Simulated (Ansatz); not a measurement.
**BHO, triplet: from triple and quadruple zeta to the limit**

| atom | x (Å) | y (Å) | z (Å) |
| --- | --- | --- | --- |
| B | -0.4351 | 0.1390 | 0.2118 |
| O | 0.8228 | -0.3055 | 0.1248 |
| H | 1.1600 | -0.3529 | -0.7834 |

Connectivity, by distances: B–OH.

Ansatz 0.2.0, UHF determinant, valence electrons correlated. Energies in eV.

| set | X | functions | Hartree–Fock | MP2 correlation | CCSD(T) correlation | time |
| --- | --- | --- | --- | --- | --- | --- |
| def2-TZVPP | 3 | 76 | -2723.0180 | -7.7828 | -8.2977 | 9 s on 1 × NVIDIA H100 80GB HBM3 with 1 thread of AMD EPYC 7R13 Processor (Zen 3), on a shared host |
| def2-QZVPP | 4 | 144 | -2723.1538 | -8.4154 | -8.8926 | 12 s on 1 × NVIDIA H100 80GB HBM3 with 1 thread of AMD EPYC 7R13 Processor (Zen 3), with other jobs on the host |

Hartree–Fock is taken to follow E(X) = E∞ + A·exp(−7.88·√X), correlation E(X) = E∞ + B·X^−2.97.

Problem. Work out the CCSD(T) energy at the limit, and how far the shortcut misses it that extrapolates MP2 and adds CCSD(T) minus MP2 from the smaller set.

Solution. Hartree–Fock: E∞ = E4 + 0.1377·(E4 − E3) = -2723.1725. Correlation: E∞ = E4 + 0.7407·(E4 − E3) = -9.3333 for CCSD(T) and -8.8841 for MP2. The limit is -2732.5058 eV, 0.459 eV below def2-QZVPP. The shortcut gives a correlation energy of -8.8841 + (-0.5149) = -9.3990, 66 meV lower than the direct value.
